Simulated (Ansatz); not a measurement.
1T (CdI2-type) SnSe2 was calculated with PBE-D4 in Ansatz (PAW).

Numerical settings: plane-wave cutoff 520 eV, 12×12×6 k mesh (along the axes of the cell as run), scalar-relativistic PAW data made under PBE.

Cell (relaxed at this level):

```cif
data_Se2Sn
_chemical_formula_sum 'Sn1 Se2'
_space_group_name_H-M_alt 'P 1'
_space_group_IT_number 1
_cell_length_a 3.83764
_cell_length_b 3.83764
_cell_length_c 6.00418
_cell_angle_alpha 90.000
_cell_angle_beta 90.000
_cell_angle_gamma 120.000
loop_
_space_group_symop_operation_xyz
  'x, y, z'
loop_
_atom_site_label
_atom_site_type_symbol
_atom_site_fract_x
_atom_site_fract_y
_atom_site_fract_z
_atom_site_occupancy
Sn1 Sn 0.00000 0.00000 0.00000 1
Se1 Se 0.33333 0.66667 0.26546 1
Se2 Se 0.66667 0.33333 0.73454 1
```

Task: Give the computed elastic constant C44, Voigt–Reuss–Hill bulk modulus, Young modulus, elastic constant C11, elastic constant C12, elastic constant C13, elastic constant C33 and elastic constant C66.

Result: 
- elastic constant C44 = 10.9 GPa
- Voigt–Reuss–Hill bulk modulus = 34.9 GPa
- Young modulus = 49.9 GPa
- elastic constant C11 = 104 GPa
- elastic constant C12 = 28.7 GPa
- elastic constant C13 = 18.2 GPa
- elastic constant C33 = 31.6 GPa
- elastic constant C66 = 37.5 GPa

Note: the dispersion coefficients are held fixed in the derivatives.

Elastic constants are with the ions relaxed.

Spin–orbit coupling is not included.

Ansatz is a first-principles code.
